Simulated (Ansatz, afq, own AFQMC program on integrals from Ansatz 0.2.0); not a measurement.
GeH3, doublet: AFQMC among the cluster methods

```xyz
4

Ge    0.0001    0.0000   -0.0454
H     3.5482    0.0409    1.0961
H    -1.8123    3.0544    1.0860
H    -1.7418   -3.0948    1.0871
```

Basis 6-31G. Noble-gas cores (and the filled d shells of Ga–Kr and In–Xe) are frozen. AFQMC by an in-house program on the Cholesky factors that Ansatz 0.2.0 writes for its CCSD(T) run. ph-AFQMC/CISD is guided by a CISD state made of CCSD amplitudes; releasing the constraint for a short imaginary time cuts its bias at the price of noise, slowly where states lie close. Error bars are statistical, one sigma. No spin–orbit coupling.

Determinant: UHF, the one that the program's search chose, which needn't be the lowest solution. The geometry is a point of a scan.

Full CI on the same integrals is exact in this basis and with this determinant's frozen core.

Cautions: no relativity below Rb; no spin-orbit coupling; inner d shell frozen; unrestricted determinant spin contaminated (⟨S²⟩ 2.70 against 0.75); the released energies are still falling, so no released level is given (meV from the phaseless value at times in 1/Eh: -2.1 ± 1.1 at 0.24, -3.8 ± 1.3 at 0.51, -6.0 ± 0.7 at 0.99, -10.4 ± 0.9 at 1.62, -15 ± 3 at 2.40), though the last usable value meets full CI within the noise; the ph-AFQMC/CISD walk drifts between its halves (2.9 errors); the next higher spin lies close (full CI puts it 91 meV above); walk and cluster series may follow different spin states.

- T1 diagnostic: 0.0212
- weight of the determinant in the CISD state: 0.891
- ⟨S²⟩ of the determinant: 2.698
- size of the correlated space: 7 electrons in 21 orbitals

Reference: full CI, correlation energy -0.786 eV. The cautions show a poor starting determinant, so the rows tell how each method copes with it here, and full CI is the sure value.

```
        level  E − E(reference) (meV)  share of correlation (%)
           HF                   785.6                      0.00
          MP2                   316.7                     59.69
         CCSD                    61.4                     92.18
      CCSD(T)                    47.7                     93.93
        CCSDT                    20.8                     97.35
     CCSDT(Q)                    19.2                     97.55
       CCSDTQ                    12.0                     98.48
ph-AFQMC/CISD              16.1 ± 1.3                     97.95
```

CCSDT and higher add their correlation energy to the determinant of the CCSD(T) run, since their own runs factorise the integrals more tightly (a shift of under 2 meV). A walk keeps the symmetry of its determinant, which the program's search chose and which needn't be the lowest solution, so a lower state of the same spin and another symmetry isn't excluded.
